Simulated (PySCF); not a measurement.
Isomers of [C5H12N]+.

All values: CAM-B3LYP/def2-SVPD (PySCF) at PBE0-D3(BJ)/def2-SVP geometries, gas phase, one conformer each. Core orbitals are frozen in the response; Δα² is half the sum of the squared differences of the principal polarisabilities.

(1) Rank by HOMO–LUMO gap, lowest first.
A. `[CH3:1][NH2+:2][CH:3]1[CH2:4][CH2:5][CH2:6]1` (charge +1) with C1–N2–C3–C4 -68°, N2–C3–C4–C5 -141°, C3–C4–C5–C6 20°, C4–C5–C6–C3 -20°, N2–C3–C6–C5 141°
B. `[CH3:1][N+:2]1([CH3:3])[CH2:4][CH2:5][CH2:6]1` (charge +1) with C1–N2–C4–C5 -101°, N2–C4–C5–C6 -12°, C4–C5–C6–N2 12°, C1–N2–C6–C5 101°
C. `[CH3:1][NH2+:2][CH2:3][CH:4]1[CH2:5][CH2:6]1` (charge +1) with C1–N2–C3–C4 -177°, N2–C3–C4–C5 77°
D. `[CH3:1][CH2:2][CH:3]1[CH2:4][NH2+:5][CH2:6]1` (charge +1) with C1–C2–C3–C4 -68°, C2–C3–C4–N5 -135°, C3–C4–N5–C6 14°, C4–N5–C6–C3 -14°, C2–C3–C6–N5 134°
E. `C=C[N+](C)(C)C`
F. `[CH2:1]=[CH:2][CH2:3][NH+:4]([CH3:5])[CH3:6]` (charge +1) with C1–C2–C3–N4 -13°, C2–C3–N4–C5 160°

(2) Rank by mean static polarisability, lowest first.
A. `C=C[N+](C)(C)C`
B. `[CH2:1]=[CH:2][C@H:3]([CH3:4])[NH2+:5][CH3:6]` (charge +1) with C1–C2–C3–C4 -131°, C2–C3–N5–C6 -171°
C. `[CH3:1][CH2:2][CH:3]1[CH2:4][NH2+:5][CH2:6]1` (charge +1) with C1–C2–C3–C4 -68°, C2–C3–C4–N5 -135°, C3–C4–N5–C6 14°, C4–N5–C6–C3 -14°, C2–C3–C6–N5 134°
D. `[CH3:1][NH+:2]1[CH2:3][CH2:4][CH2:5][CH2:6]1` (charge +1) with C1–N2–C3–C4 166°, N2–C3–C4–C5 -23°, C3–C4–C5–C6 -2°, C4–C5–C6–N2 26°

(3) Rank by HOMO energy, highest first.
A. `[CH3:1][NH+:2]1[CH2:3][CH2:4][CH2:5][CH2:6]1` (charge +1) with C1–N2–C3–C4 166°, N2–C3–C4–C5 -23°, C3–C4–C5–C6 -2°, C4–C5–C6–N2 26°
B. `[CH2:1]=[CH:2][CH2:3][NH+:4]([CH3:5])[CH3:6]` (charge +1) with C1–C2–C3–N4 -13°, C2–C3–N4–C5 160°
C. `[CH3:1][NH2+:2][CH2:3][CH:4]1[CH2:5][CH2:6]1` (charge +1) with C1–N2–C3–C4 -177°, N2–C3–C4–C5 77°
D. `[CH3:1][NH2+:2][CH:3]1[CH2:4][CH2:5][CH2:6]1` (charge +1) with C1–N2–C3–C4 -68°, N2–C3–C4–C5 -141°, C3–C4–C5–C6 20°, C4–C5–C6–C3 -20°, N2–C3–C6–C5 141°
E. `[CH3:1][CH2:2][CH:3]1[CH2:4][NH2+:5][CH2:6]1` (charge +1) with C1–C2–C3–C4 -68°, C2–C3–C4–N5 -135°, C3–C4–N5–C6 14°, C4–N5–C6–C3 -14°, C2–C3–C6–N5 134°
F. `C=C[N+](C)(C)C`

## Answers

(1) F (10.09 eV), C (10.45 eV), E (10.71 eV), D (10.86 eV), A (11.25 eV), B (12.94 eV).

(2) D (8.90 Å³), C (9.13 Å³), A (9.40 Å³), B (9.82 Å³).

(3) B (-13.47 eV), C (-14.10 eV), F (-14.33 eV), E (-14.71 eV), D (-14.86 eV), A (-15.28 eV).

All values together:

```
            SMILES  HOMO (eV)  LUMO (eV)  α (Å³)  Δα (Å³)  ΔSCF removal energy (eV)
     C[NH2+]C1CCC1     -14.86      -3.61    9.13     2.19                     15.80
     C[NH2+]CC1CC1     -14.10      -3.65    9.31     2.68                     14.97
      C[NH+]1CCCC1     -15.28      -3.46    8.90     1.84                     16.30
     CCC1C[NH2+]C1     -14.71      -3.85    9.13     1.99                     15.70
C=C[C@H](C)[NH2+]C     -13.62      -3.56    9.82     3.21                     14.57
    C=C[N+](C)(C)C     -14.33      -3.63    9.40     2.42                     15.29
     C[N+]1(C)CCC1     -15.95      -3.00    8.87     0.98                     16.97
     C=CC[NH+](C)C     -13.47      -3.37    9.49     2.45                     14.44
```

Conformers: `[CH3:1][NH2+:2][CH:3]1[CH2:4][CH2:5][CH2:6]1` (charge +1) with C1–N2–C3–C4 -68°, N2–C3–C4–C5 -141°, C3–C4–C5–C6 20°, C4–C5–C6–C3 -20°, N2–C3–C6–C5 141°; `[CH3:1][NH2+:2][CH2:3][CH:4]1[CH2:5][CH2:6]1` (charge +1) with C1–N2–C3–C4 -177°, N2–C3–C4–C5 77°; `[CH3:1][NH+:2]1[CH2:3][CH2:4][CH2:5][CH2:6]1` (charge +1) with C1–N2–C3–C4 166°, N2–C3–C4–C5 -23°, C3–C4–C5–C6 -2°, C4–C5–C6–N2 26°; `[CH3:1][CH2:2][CH:3]1[CH2:4][NH2+:5][CH2:6]1` (charge +1) with C1–C2–C3–C4 -68°, C2–C3–C4–N5 -135°, C3–C4–N5–C6 14°, C4–N5–C6–C3 -14°, C2–C3–C6–N5 134°; `[CH2:1]=[CH:2][C@H:3]([CH3:4])[NH2+:5][CH3:6]` (charge +1) with C1–C2–C3–C4 -131°, C2–C3–N5–C6 -171°; `[CH3:1][N+:2]1([CH3:3])[CH2:4][CH2:5][CH2:6]1` (charge +1) with C1–N2–C4–C5 -101°, N2–C4–C5–C6 -12°, C4–C5–C6–N2 12°, C1–N2–C6–C5 101°; `[CH2:1]=[CH:2][CH2:3][NH+:4]([CH3:5])[CH3:6]` (charge +1) with C1–C2–C3–N4 -13°, C2–C3–N4–C5 160°.

By how much does the ΔSCF value exceed −ε(HOMO) over the species that have both?

By 0.87 to 1.02 eV, 0.97 eV on average, over 8 species.
